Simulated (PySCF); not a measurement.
**Charge-transfer reorganisation: `c1pcccc1`, C₅H₅P**

Cartesian coordinates in Å; atom numbers follow the order of the lines, from 1:
```xyz
11

C    -0.021    1.275   -0.012
C    -1.230    0.559    0.022
C    -1.293   -0.838    0.091
P     0.091   -1.920    0.146
C     1.395   -0.745    0.090
C     1.236    0.645    0.021
H    -0.059    2.369   -0.067
H    -2.169    1.128   -0.007
H    -2.284   -1.310    0.113
H     2.417   -1.146    0.111
H     2.133    1.277   -0.010
```

Computed, not measured: UKS PBE/6-31+G* four-point reorganisation energy, gas phase (PySCF). Geometry: PBE/6-31+G*.

Problem. What is the inner reorganisation energy for hole transfer, with the ionisation energy?

Solution. λ = 0.123 (surface of the oxidised species) + 0.211 (surface of the starting species) = 0.334 eV. The ionisation energy is 8.99 eV vertical and 8.86 eV adiabatic without zero-point energy; at the relaxed geometry of the oxidised species the two energies differ by 8.65 eV. Largest bond changes: P4–C5 1.756 → 1.786 Å, C3–P4 1.756 → 1.785 Å, C1–C2 1.406 → 1.425 Å, C6–C1 1.406 → 1.425 Å, C5–C6 1.401 → 1.387 Å. ⟨S²⟩ of the relaxed oxidised species 0.758.
